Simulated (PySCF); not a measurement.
# AlO⁺ at UHF-SCS-MP2

Level: UHF-SCS-MP2. Al def2-SVPD, O def2-SVPD; no relativity (PySCF 2.14).

```json
{"state": "³Π (triplet), unpaired electrons σ ↑, π ↑", "bond length": "1.756 Å", "harmonic wavenumber": "811 cm⁻¹", "force constant": "3.89 mdyn/Å", "rotational constant Be": "0.5442 cm⁻¹", "well depth De to Al⁺ + O": "22.5 kcal/mol", "dissociation energy D0": "21.3 kcal/mol"}
```

Correlated steps freeze 6 core orbitals. Correlated levels converge slowly with the basis: in double zeta they bind strong bonds too weakly, by up to about 1 eV, and carry superposition errors of some tenths. For an ion De counts to the pair picked by the measured ionisation energies or electron affinities, which need not be the lowest pair at this level. The state was picked by a PBE0 search and need not be the measured ground state.
